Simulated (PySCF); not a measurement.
# HBr₂Cl, a complex of two parts: interaction energy, part 2 of 3

PySCF 2.14.0. Atoms count from 0, parts from 1. Earlier steps stand in the parts before.

## Step 5: Coupled-cluster interaction energy: CCSD(T) and MP2, 2.89 Å

The job: settings as JSON, then the geometry in Å.

```
{"job": {"kind": "intercc", "basis": "aug-cc-pVDZ", "basis_mid": "aug-cc-pVTZ", "basis_large": "aug-cc-pVQZ"}, "charge": 0, "multiplicity": 1, "parts": [{"atoms": "0-1", "charge": 0, "multiplicity": 1}, {"atoms": "2-3", "charge": 0, "multiplicity": 1}]}
Br     1.333340     0.045548     0.040443
Br    -0.942203    -0.059188    -0.024585
Cl     0.832636     4.076614     0.994786
H      1.092310     2.851242     0.707196
```

Method: CCSD(T)/aug-cc-pVDZ and MP2/aug-cc-pVTZ, aug-cc-pVQZ counterpoise interaction energy, frozen core, gas phase.

The log of the run:

```text
part 1, own basis, geometry of the cluster: E = -5144.9158603821 (as before)

part 2, own basis, geometry of the cluster: E = -460.1074190465 (as before)

part 1, own basis, relaxed alone: E = -5144.9158608097 (as before)

part 2, own basis, relaxed alone: E = -460.1075273248 (as before)

cluster
final grid: 7144 points
cycle   1  E = -5605.0231874683  dE = -1.070e-03  |g| = 1.319e-02  |ddm| = 1.896e-01
cycle   2  E = -5605.0232716258  dE = -8.416e-05  |g| = 4.645e-03  |ddm| = 3.360e-02
cycle   3  E = -5605.0232826613  dE = -1.104e-05  |g| = 1.940e-03  |ddm| = 8.504e-03
cycle   4  E = -5605.0232852418  dE = -2.581e-06  |g| = 5.430e-04  |ddm| = 5.210e-03
cycle   5  E = -5605.0232854502  dE = -2.084e-07  |g| = 2.014e-04  |ddm| = 1.460e-03
cycle   6  E = -5605.0232854892  dE = -3.903e-08  |g| = 5.927e-05  |ddm| = 7.436e-04
cycle   7  E = -5605.0232854939  dE = -4.695e-09  |g| = 2.905e-05  |ddm| = 2.493e-04
cycle   8  E = -5605.0232854954  dE = -1.519e-09  |g| = 1.223e-05  |ddm| = 1.658e-04
cycle   9  E = -5605.0232854957  dE = -3.165e-10  |g| = 5.379e-06  |ddm| = 8.765e-05
converged SCF energy = -5605.0232854957

part 1 in the basis of the cluster
final grid: 7144 points
cycle   1  E = -5144.9159041532  dE = -4.578e-05  |g| = 1.295e-03  |ddm| = 1.208e-01
cycle   2  E = -5144.9159049160  dE = -7.629e-07  |g| = 2.023e-04  |ddm| = 1.368e-02
cycle   3  E = -5144.9159049399  dE = -2.389e-08  |g| = 2.912e-05  |ddm| = 2.367e-03
cycle   4  E = -5144.9159049402  dE = -2.656e-10  |g| = 9.193e-06  |ddm| = 1.380e-04
converged SCF energy = -5144.9159049402

part 2 in the basis of the cluster
final grid: 7144 points
cycle   1  E = -460.1074392912  dE = -1.962e-05  |g| = 7.417e-04  |ddm| = 8.893e-02
cycle   2  E = -460.1074395236  dE = -2.324e-07  |g| = 1.003e-04  |ddm| = 8.444e-03
cycle   3  E = -460.1074395296  dE = -5.978e-09  |g| = 9.109e-06  |ddm| = 1.160e-03
cycle   4  E = -460.1074395296  dE = -6.105e-11  |g| = 1.755e-06  |ddm| = 7.609e-05
converged SCF energy = -460.1074395296

Interaction energy (kcal/mol)
  counterpoise       -1.703
  uncorrected        -2.584
  dispersion part     0.000
  deformation         0.033
  binding            -1.670

Decomposition of the uncorrected value (kcal/mol)
  electrostatic      -0.872
  Pauli               1.600
  orbital            -0.733
  dispersion          0.000
  correlation        -2.580

Charge of each part in the cluster: 0.006 -0.006
part 1, own basis, geometry of the cluster: E = -5144.9216093301 (as before)

part 2, own basis, geometry of the cluster: E = -460.1111863948 (as before)

part 1, own basis, relaxed alone: E = -5144.9216103728 (as before)

part 2, own basis, relaxed alone: E = -460.1113072764 (as before)

cluster
final grid: 7144 points
cycle   1  E = -5605.0326579977  dE = -1.058e-03  |g| = 1.397e-02  |ddm| = 1.660e-01
cycle   2  E = -5605.0327458684  dE = -8.787e-05  |g| = 5.140e-03  |ddm| = 3.110e-02
cycle   3  E = -5605.0327574423  dE = -1.157e-05  |g| = 2.042e-03  |ddm| = 1.045e-02
cycle   4  E = -5605.0327602643  dE = -2.822e-06  |g| = 6.388e-04  |ddm| = 6.325e-03
cycle   5  E = -5605.0327604958  dE = -2.315e-07  |g| = 2.213e-04  |ddm| = 1.793e-03
cycle   6  E = -5605.0327605423  dE = -4.650e-08  |g| = 6.578e-05  |ddm| = 9.479e-04
cycle   7  E = -5605.0327605476  dE = -5.235e-09  |g| = 3.146e-05  |ddm| = 2.848e-04
cycle   8  E = -5605.0327605492  dE = -1.658e-09  |g| = 1.299e-05  |ddm| = 1.917e-04
cycle   9  E = -5605.0327605496  dE = -3.565e-10  |g| = 6.175e-06  |ddm| = 9.049e-05
converged SCF energy = -5605.0327605496

part 1 in the basis of the cluster
final grid: 7144 points
cycle   1  E = -5144.9216133482  dE = -5.276e-06  |g| = 3.521e-04  |ddm| = 5.700e-02
cycle   2  E = -5144.9216134046  dE = -5.647e-08  |g| = 4.668e-05  |ddm| = 5.511e-03
cycle   3  E = -5144.9216134060  dE = -1.415e-09  |g| = 6.142e-06  |ddm| = 8.792e-04
cycle   4  E = -5144.9216134060  dE = -7.276e-12  |g| = 2.524e-06  |ddm| = 6.414e-05
converged SCF energy = -5144.9216134060

part 2 in the basis of the cluster
final grid: 7144 points
cycle   1  E = -460.1111943031  dE = -7.260e-06  |g| = 4.904e-04  |ddm| = 1.079e-01
cycle   2  E = -460.1111944277  dE = -1.247e-07  |g| = 7.281e-05  |ddm| = 1.275e-02
cycle   3  E = -460.1111944311  dE = -3.353e-09  |g| = 4.504e-06  |ddm| = 1.989e-03
cycle   4  E = -460.1111944311  dE = -1.359e-11  |g| = 6.070e-07  |ddm| = 4.376e-05
converged SCF energy = -460.1111944311

Interaction energy (kcal/mol)
  counterpoise       -1.799
  uncorrected        -2.499
  dispersion part     0.000
  deformation         0.041
  binding            -1.758

Decomposition of the uncorrected value (kcal/mol)
  electrostatic      -0.842
  Pauli               1.591
  orbital            -0.728
  dispersion          0.000
  correlation        -2.521

Charge of each part in the cluster: 0.006 -0.006
part 1 in the basis of the cluster: E(HF) = -5144.761289225  E2 = -0.277177589  E(CCSD corr) = -0.296302561  (T) = -0.008758537
part 2 in the basis of the cluster: E(HF) = -460.092647361  E2 = -0.159459494  E(CCSD corr) = -0.175946091  (T) = -0.003995212
cluster: E(HF) = -5604.853927627  E2 = -0.438937111  E(CCSD corr) = -0.473894972  (T) = -0.013041699

Counterpoise interaction energy (kcal/mol)
  hf_small                   0.006
  mp2_small                 -1.438
  ccsd_small                -1.028
  ccsdt_small               -1.208
  hf_large                   0.030
  mp2_large                 -1.799
  hf_middle                  0.037
  mp2_middle                -1.703
  scs_mp2_large             -1.361
  mp2_limit                 -1.864
  ccsdt_less_mp2             0.230
  ccsdt_limit_estimate      -1.635
  bsse_mp2_large             0.700
```

Wall time 6 min (1 thread of Arm Neoverse N1, shared host); peak memory 1.5 GiB.

Contacts at this geometry (a selection, picked against the atoms' radii; other short pairs can be missing):

| atoms | distance (Å) | kind (by distance and angle) | angle (°) |
| --- | --- | --- | --- |
| Br0···H3 | 2.89 | hydrogen bond | 173 |

Differences are taken before rounding.

| method | interaction energy (kcal/mol) | from CCSD(T), limit estimate (kcal/mol) |
| --- | --- | --- |
| HF/aug-cc-pVDZ | 0.01 | +1.64 |
| MP2/aug-cc-pVDZ | -1.44 | +0.20 |
| CCSD/aug-cc-pVDZ | -1.03 | +0.61 |
| CCSD(T)/aug-cc-pVDZ | -1.21 | +0.43 |
| HF/aug-cc-pVQZ | 0.03 | +1.66 |
| MP2/aug-cc-pVQZ | -1.80 | -0.16 |
| SCS-MP2/aug-cc-pVQZ | -1.36 | +0.27 |
| MP2, extrapolated | -1.86 | -0.23 |
| CCSD(T), limit estimate | -1.63 | 0 |

## Step 6: Coupled-cluster interaction energy: CCSD(T) and MP2, 2.50 Å

Same as in step 5 but for these lines:

```diff
@@ -3,3 +3,3 @@
 Br    -0.942203    -0.059188    -0.024585
-Cl     0.832636     4.076614     0.994786
-H      1.092310     2.851242     0.707196
+Cl     0.865504     3.694019     0.903865
+H      1.125178     2.468647     0.616275
```

Level: CCSD(T)/aug-cc-pVDZ and MP2/aug-cc-pVTZ, aug-cc-pVQZ counterpoise interaction energy, frozen core, gas phase.

The log of the run:

```text
part 1, own basis, geometry of the cluster: E = -5144.9158603821 (as before)

part 2, own basis, geometry of the cluster: E = -460.1074190465 (as before)

part 1, own basis, relaxed alone: E = -5144.9158608097 (as before)

part 2, own basis, relaxed alone: E = -460.1075273248 (as before)

cluster
final grid: 7144 points
cycle   1  E = -5605.0206154380  dE = -3.308e-03  |g| = 2.280e-02  |ddm| = 2.795e-01
cycle   2  E = -5605.0208849042  dE = -2.695e-04  |g| = 7.988e-03  |ddm| = 5.202e-02
cycle   3  E = -5605.0209206349  dE = -3.573e-05  |g| = 3.520e-03  |ddm| = 1.531e-02
cycle   4  E = -5605.0209287040  dE = -8.069e-06  |g| = 9.263e-04  |ddm| = 8.957e-03
cycle   5  E = -5605.0209293633  dE = -6.593e-07  |g| = 3.855e-04  |ddm| = 2.527e-03
cycle   6  E = -5605.0209295005  dE = -1.372e-07  |g| = 1.143e-04  |ddm| = 1.337e-03
cycle   7  E = -5605.0209295192  dE = -1.872e-08  |g| = 5.757e-05  |ddm| = 5.063e-04
cycle   8  E = -5605.0209295256  dE = -6.440e-09  |g| = 2.435e-05  |ddm| = 3.608e-04
cycle   9  E = -5605.0209295269  dE = -1.321e-09  |g| = 9.489e-06  |ddm| = 1.880e-04
cycle  10  E = -5605.0209295271  dE = -1.664e-10  |g| = 3.673e-06  |ddm| = 6.271e-05
converged SCF energy = -5605.0209295271

part 1 in the basis of the cluster
final grid: 7144 points
cycle   1  E = -5144.9159150882  dE = -5.666e-05  |g| = 1.473e-03  |ddm| = 1.270e-01
cycle   2  E = -5144.9159159880  dE = -8.998e-07  |g| = 2.306e-04  |ddm| = 1.518e-02
cycle   3  E = -5144.9159160160  dE = -2.795e-08  |g| = 4.537e-05  |ddm| = 2.846e-03
cycle   4  E = -5144.9159160164  dE = -4.457e-10  |g| = 1.130e-05  |ddm| = 2.039e-04
converged SCF energy = -5144.9159160164

part 2 in the basis of the cluster
final grid: 7144 points
cycle   1  E = -460.1074478804  dE = -2.813e-05  |g| = 9.124e-04  |ddm| = 1.175e-01
cycle   2  E = -460.1074482106  dE = -3.302e-07  |g| = 1.232e-04  |ddm| = 1.158e-02
cycle   3  E = -460.1074482191  dE = -8.514e-09  |g| = 1.135e-05  |ddm| = 1.544e-03
cycle   4  E = -460.1074482192  dE = -8.788e-11  |g| = 2.614e-06  |ddm| = 8.091e-05
converged SCF energy = -460.1074482192

Interaction energy (kcal/mol)
  counterpoise       -1.712
  uncorrected        -3.183
  dispersion part     0.000
  deformation         0.033
  binding            -1.679

Decomposition of the uncorrected value (kcal/mol)
  electrostatic      -2.218
  Pauli               5.964
  orbital            -2.273
  dispersion          0.000
  correlation        -4.657

Charge of each part in the cluster: 0.015 -0.015
part 1, own basis, geometry of the cluster: E = -5144.9216093301 (as before)

part 2, own basis, geometry of the cluster: E = -460.1111863948 (as before)

part 1, own basis, relaxed alone: E = -5144.9216103728 (as before)

part 2, own basis, relaxed alone: E = -460.1113072764 (as before)

cluster
final grid: 7144 points
cycle   1  E = -5605.0300664964  dE = -3.200e-03  |g| = 2.364e-02  |ddm| = 2.808e-01
cycle   2  E = -5605.0303361248  dE = -2.696e-04  |g| = 8.595e-03  |ddm| = 5.184e-02
cycle   3  E = -5605.0303720908  dE = -3.597e-05  |g| = 3.659e-03  |ddm| = 1.755e-02
cycle   4  E = -5605.0303808393  dE = -8.748e-06  |g| = 1.047e-03  |ddm| = 1.082e-02
cycle   5  E = -5605.0303815333  dE = -6.941e-07  |g| = 4.253e-04  |ddm| = 3.083e-03
cycle   6  E = -5605.0303816953  dE = -1.619e-07  |g| = 1.261e-04  |ddm| = 1.756e-03
cycle   7  E = -5605.0303817161  dE = -2.082e-08  |g| = 6.218e-05  |ddm| = 5.679e-04
cycle   8  E = -5605.0303817233  dE = -7.177e-09  |g| = 2.581e-05  |ddm| = 4.132e-04
cycle   9  E = -5605.0303817247  dE = -1.472e-09  |g| = 1.092e-05  |ddm| = 1.999e-04
cycle  10  E = -5605.0303817249  dE = -1.874e-10  |g| = 4.663e-06  |ddm| = 7.331e-05
converged SCF energy = -5605.0303817249

part 1 in the basis of the cluster
final grid: 7144 points
cycle   1  E = -5144.9216158011  dE = -7.581e-06  |g| = 4.263e-04  |ddm| = 8.306e-02
cycle   2  E = -5144.9216158697  dE = -6.865e-08  |g| = 5.257e-05  |ddm| = 8.288e-03
cycle   3  E = -5144.9216158714  dE = -1.641e-09  |g| = 8.511e-06  |ddm| = 1.297e-03
cycle   4  E = -5144.9216158714  dE = -3.456e-11  |g| = 3.370e-06  |ddm| = 1.015e-04
converged SCF energy = -5144.9216158714

part 2 in the basis of the cluster
final grid: 7144 points
cycle   1  E = -460.1111967919  dE = -9.436e-06  |g| = 5.593e-04  |ddm| = 1.349e-01
cycle   2  E = -460.1111969468  dE = -1.549e-07  |g| = 8.207e-05  |ddm| = 1.540e-02
cycle   3  E = -460.1111969509  dE = -4.130e-09  |g| = 5.269e-06  |ddm| = 2.380e-03
cycle   4  E = -460.1111969509  dE = -1.785e-11  |g| = 8.489e-07  |ddm| = 5.983e-05
converged SCF energy = -460.1111969509

Interaction energy (kcal/mol)
  counterpoise       -1.915
  uncorrected        -3.078
  dispersion part     0.000
  deformation         0.041
  binding            -1.874

Decomposition of the uncorrected value (kcal/mol)
  electrostatic      -2.194
  Pauli               5.915
  orbital            -2.206
  dispersion          0.000
  correlation        -4.593

Charge of each part in the cluster: 0.014 -0.014
part 1 in the basis of the cluster: E(HF) = -5144.761604104  E2 = -0.277850255  E(CCSD corr) = -0.297010657  (T) = -0.008825575
part 2 in the basis of the cluster: E(HF) = -460.092672163  E2 = -0.159590236  E(CCSD corr) = -0.176081544  (T) = -0.004010280
cluster: E(HF) = -5604.851734404  E2 = -0.441534247  E(CCSD corr) = -0.475926107  (T) = -0.013340156

Counterpoise interaction energy (kcal/mol)
  hf_small                   1.595
  mp2_small                 -0.974
  ccsd_small                -0.183
  ccsdt_small               -0.500
  hf_large                   1.526
  mp2_large                 -1.915
  hf_middle                  1.528
  mp2_middle                -1.712
  scs_mp2_large             -1.090
  mp2_limit                 -2.061
  ccsdt_less_mp2             0.474
  ccsdt_limit_estimate      -1.587
  bsse_mp2_large             1.163
```

Wall time 6.1 min (1 thread of Arm Neoverse N1, shared host); peak memory 1.5 GiB.

Contacts at this geometry (a selection, picked against the atoms' radii; other short pairs can be missing):

| atoms | distance (Å) | kind (by distance and angle) | angle (°) |
| --- | --- | --- | --- |
| H3···Br0 | 2.50 | hydrogen bond | 173 |

Differences are taken before rounding.

| method | interaction energy (kcal/mol) | from CCSD(T), limit estimate (kcal/mol) |
| --- | --- | --- |
| HF/aug-cc-pVDZ | 1.59 | +3.18 |
| MP2/aug-cc-pVDZ | -0.97 | +0.61 |
| CCSD/aug-cc-pVDZ | -0.18 | +1.40 |
| CCSD(T)/aug-cc-pVDZ | -0.50 | +1.09 |
| HF/aug-cc-pVQZ | 1.53 | +3.11 |
| MP2/aug-cc-pVQZ | -1.92 | -0.33 |
| SCS-MP2/aug-cc-pVQZ | -1.09 | +0.50 |
| MP2, extrapolated | -2.06 | -0.47 |
| CCSD(T), limit estimate | -1.59 | 0 |

## Step 7: Coupled-cluster interaction energy: CCSD(T) and MP2, 3.29 Å

Same as in step 6 but for these lines:

```diff
@@ -3,3 +3,3 @@
 Br    -0.942203    -0.059188    -0.024585
-Cl     0.865504     3.694019     0.903865
-H      1.125178     2.468647     0.616275
+Cl     0.799768     4.459209     1.085707
+H      1.059442     3.233837     0.798117
```

With the program's defaults for keys left out, this is: CCSD(T)/aug-cc-pVDZ and MP2/aug-cc-pVTZ, aug-cc-pVQZ counterpoise interaction energy, frozen core, gas phase.

The log of the run:

```text
part 1, own basis, geometry of the cluster: E = -5144.9158603821 (as before)

part 2, own basis, geometry of the cluster: E = -460.1074190465 (as before)

part 1, own basis, relaxed alone: E = -5144.9158608097 (as before)

part 2, own basis, relaxed alone: E = -460.1075273248 (as before)

cluster
final grid: 7144 points
cycle   1  E = -5605.0236756277  dE = -3.877e-04  |g| = 8.434e-03  |ddm| = 1.588e-01
cycle   2  E = -5605.0237061932  dE = -3.057e-05  |g| = 3.027e-03  |ddm| = 2.567e-02
cycle   3  E = -5605.0237103147  dE = -4.122e-06  |g| = 1.161e-03  |ddm| = 5.439e-03
cycle   4  E = -5605.0237112782  dE = -9.635e-07  |g| = 3.506e-04  |ddm| = 3.501e-03
cycle   5  E = -5605.0237113619  dE = -8.367e-08  |g| = 1.126e-04  |ddm| = 1.004e-03
cycle   6  E = -5605.0237113743  dE = -1.243e-08  |g| = 3.381e-05  |ddm| = 4.371e-04
cycle   7  E = -5605.0237113758  dE = -1.467e-09  |g| = 1.580e-05  |ddm| = 1.365e-04
cycle   8  E = -5605.0237113761  dE = -3.765e-10  |g| = 6.533e-06  |ddm| = 8.128e-05
converged SCF energy = -5605.0237113761

part 1 in the basis of the cluster
final grid: 7144 points
cycle   1  E = -5144.9158934191  dE = -3.491e-05  |g| = 1.105e-03  |ddm| = 1.118e-01
cycle   2  E = -5144.9158940337  dE = -6.146e-07  |g| = 1.779e-04  |ddm| = 1.217e-02
cycle   3  E = -5144.9158940537  dE = -2.006e-08  |g| = 1.990e-05  |ddm| = 2.010e-03
cycle   4  E = -5144.9158940539  dE = -2.146e-10  |g| = 6.532e-06  |ddm| = 1.167e-04
converged SCF energy = -5144.9158940539

part 2 in the basis of the cluster
final grid: 7144 points
cycle   1  E = -460.1074320299  dE = -1.277e-05  |g| = 5.837e-04  |ddm| = 6.811e-02
cycle   2  E = -460.1074321820  dE = -1.521e-07  |g| = 7.867e-05  |ddm| = 6.693e-03
cycle   3  E = -460.1074321858  dE = -3.790e-09  |g| = 6.941e-06  |ddm| = 9.401e-04
cycle   4  E = -460.1074321859  dE = -3.718e-11  |g| = 1.252e-06  |ddm| = 5.427e-05
converged SCF energy = -460.1074321859

Interaction energy (kcal/mol)
  counterpoise       -1.198
  uncorrected        -1.727
  dispersion part     0.000
  deformation         0.033
  binding            -1.165

Decomposition of the uncorrected value (kcal/mol)
  electrostatic      -0.418
  Pauli               0.412
  orbital            -0.266
  dispersion          0.000
  correlation        -1.455

Charge of each part in the cluster: 0.003 -0.003
part 1, own basis, geometry of the cluster: E = -5144.9216093301 (as before)

part 2, own basis, geometry of the cluster: E = -460.1111863948 (as before)

part 1, own basis, relaxed alone: E = -5144.9216103728 (as before)

part 2, own basis, relaxed alone: E = -460.1113072764 (as before)

cluster
final grid: 7144 points
cycle   1  E = -5605.0331624032  dE = -3.883e-04  |g| = 9.132e-03  |ddm| = 1.167e-01
cycle   2  E = -5605.0331955191  dE = -3.312e-05  |g| = 3.435e-03  |ddm| = 2.315e-02
cycle   3  E = -5605.0332000101  dE = -4.491e-06  |g| = 1.243e-03  |ddm| = 7.118e-03
cycle   4  E = -5605.0332010743  dE = -1.064e-06  |g| = 4.222e-04  |ddm| = 4.150e-03
cycle   5  E = -5605.0332011720  dE = -9.769e-08  |g| = 1.248e-04  |ddm| = 1.184e-03
cycle   6  E = -5605.0332011871  dE = -1.514e-08  |g| = 3.769e-05  |ddm| = 5.643e-04
cycle   7  E = -5605.0332011887  dE = -1.601e-09  |g| = 1.723e-05  |ddm| = 1.559e-04
cycle   8  E = -5605.0332011892  dE = -4.238e-10  |g| = 6.904e-06  |ddm| = 9.398e-05
converged SCF energy = -5605.0332011892

part 1 in the basis of the cluster
final grid: 7144 points
cycle   1  E = -5144.9216124164  dE = -4.348e-06  |g| = 3.201e-04  |ddm| = 4.951e-02
cycle   2  E = -5144.9216124663  dE = -4.993e-08  |g| = 4.354e-05  |ddm| = 5.213e-03
cycle   3  E = -5144.9216124676  dE = -1.259e-09  |g| = 5.205e-06  |ddm| = 8.343e-04
cycle   4  E = -5144.9216124676  dE = -1.819e-12  |g| = 2.095e-06  |ddm| = 5.243e-05
converged SCF energy = -5144.9216124676

part 2 in the basis of the cluster
final grid: 7144 points
cycle   1  E = -460.1111925614  dE = -5.955e-06  |g| = 4.403e-04  |ddm| = 8.541e-02
cycle   2  E = -460.1111926642  dE = -1.028e-07  |g| = 6.527e-05  |ddm| = 1.009e-02
cycle   3  E = -460.1111926670  dE = -2.745e-09  |g| = 4.025e-06  |ddm| = 1.554e-03
cycle   4  E = -460.1111926670  dE = -1.057e-11  |g| = 4.964e-07  |ddm| = 3.477e-05
converged SCF energy = -460.1111926670

Interaction energy (kcal/mol)
  counterpoise       -1.248
  uncorrected        -1.693
  dispersion part     0.000
  deformation         0.041
  binding            -1.208

Decomposition of the uncorrected value (kcal/mol)
  electrostatic      -0.403
  Pauli               0.416
  orbital            -0.268
  dispersion          0.000
  correlation        -1.438

Charge of each part in the cluster: 0.003 -0.003
part 1 in the basis of the cluster: E(HF) = -5144.761070314  E2 = -0.276712958  E(CCSD corr) = -0.295821742  (T) = -0.008715367
part 2 in the basis of the cluster: E(HF) = -460.092625113  E2 = -0.159380884  E(CCSD corr) = -0.175867166  (T) = -0.003985946
cluster: E(HF) = -5604.854185190  E2 = -0.437398929  E(CCSD corr) = -0.472629279  (T) = -0.012862923

Counterpoise interaction energy (kcal/mol)
  hf_small                  -0.307
  mp2_small                 -1.126
  ccsd_small                -0.897
  ccsdt_small               -0.999
  hf_large                  -0.248
  mp2_large                 -1.248
  hf_middle                 -0.242
  mp2_middle                -1.198
  scs_mp2_large             -1.007
  mp2_limit                 -1.280
  ccsdt_less_mp2             0.127
  ccsdt_limit_estimate      -1.153
  bsse_mp2_large             0.445
```

Run time: 6 min. Hardware: 1 thread of Arm Neoverse N1, shared host; peak memory 1.5 GiB.

Contacts at this geometry (a selection, picked against the atoms' radii; other short pairs can be missing):

```csv
atoms,distance (Å),kind (by distance and angle),angle (°)
Br0···H3,3.29,at van der Waals distance,–
```

Differences are taken before rounding.

```csv
method,interaction energy (kcal/mol),"from CCSD(T), limit estimate (kcal/mol)"
HF/aug-cc-pVDZ,-0.31,+0.85
MP2/aug-cc-pVDZ,-1.13,+0.03
CCSD/aug-cc-pVDZ,-0.90,+0.26
CCSD(T)/aug-cc-pVDZ,-1.00,+0.15
HF/aug-cc-pVQZ,-0.25,+0.90
MP2/aug-cc-pVQZ,-1.25,-0.10
SCS-MP2/aug-cc-pVQZ,-1.01,+0.15
"MP2, extrapolated",-1.28,-0.13
"CCSD(T), limit estimate",-1.15,0
```

(Part 2 of 3 ends here.)
